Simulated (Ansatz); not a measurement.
A nudged elastic band was laid between two geometries of C3H4O2 (9 atoms, charge 0, multiplicity 1).

Theory: RKS B3LYP/def2-SVP in Ansatz.

```json
{"movable images": "9", "climbing image": "yes", "spring": "5.0 eV/Å²", "optimiser": "quadratic models (default)", "start path": "IDPP", "force threshold": "0.5 eV/Å", "iteration limit": "39", "end points": "relaxed"}
```

First end point:

```xyz
9
Properties=species:S:1:pos:R:3
C -0.686 -0.775 -0.316
C 0.224 0.292 0.221
O 0.938 0.056 1.390
C 0.314 1.501 -0.327
O 0.373 2.568 -0.804
H -1.251 -0.427 -1.194
H -0.115 -1.672 -0.619
H -1.409 -1.085 0.459
H 1.700 -0.503 1.173
```

Last end point:

```xyz
9
Properties=species:S:1:pos:R:3
C -0.719 -0.795 -0.140
C 0.321 0.248 0.151
O 1.639 -0.144 0.360
C 0.023 1.536 0.305
O -0.251 2.663 0.457
H -0.517 -1.303 -1.101
H -0.718 -1.565 0.651
H -1.730 -0.362 -0.199
H 2.040 -0.325 -0.503
```

Question: What changes between the two ends?

Answer: No bond is made or broken. The dihedral H8–C1–C2–O3 goes from 55 to 175°. The two ends are copies of one structure, up to a mirror image or an exchange of like atoms.

Question: What energy profile does the band end with?

Answer: The forces met the threshold. The highest image is number 5 of 0 to 10, 0.103 eV above the ends, which have the same energy within 2 meV. The threshold of 0.5 eV/Å is loose, so the images may lie well off the minimum-energy path. The order of the point at the top wasn't checked.

```
image  path coordinate (Å)  energy (eV)  dihedral H8–C1–C2–O3 (°)
    0                 0.00        0.000                        55
    1                 0.32        0.010                        65
    2                 0.64        0.035                        76
    3                 0.97        0.067                        87
    4                 1.29        0.094                       100
    5                 1.62        0.103                       113
    6                 1.95        0.093                       126
    7                 2.28        0.067                       139
    8                 2.60        0.036                       152
    9                 2.92        0.010                       164
   10                 3.25        0.000                       175
```

Question: What is the geometry of the highest image?

Answer: 
```xyz
9
Properties=species:S:1:pos:R:3:forces:R:3
C -0.718 -0.779 -0.245 -0.21 -0.23 -0.11
C 0.286 0.255 0.196 0.05 0.13 0.03
O 1.468 -0.130 0.830 -0.01 -0.04 -0.09
C 0.056 1.563 0.096 0.05 -0.03 0.05
O -0.162 2.710 0.024 0.00 -0.02 -0.02
H -0.966 -0.727 -1.321 0.03 0.03 0.04
H -0.293 -1.780 -0.059 0.06 0.11 0.04
H -1.669 -0.733 0.317 0.04 0.02 0.00
H 2.087 -0.427 0.145 -0.01 0.03 0.06
```

The band took 2 iterations and roughly 90 core-seconds.

Time of the run: 90 s on 1 thread of Arm Neoverse V1, on a shared host, peak memory 0.17 GiB.
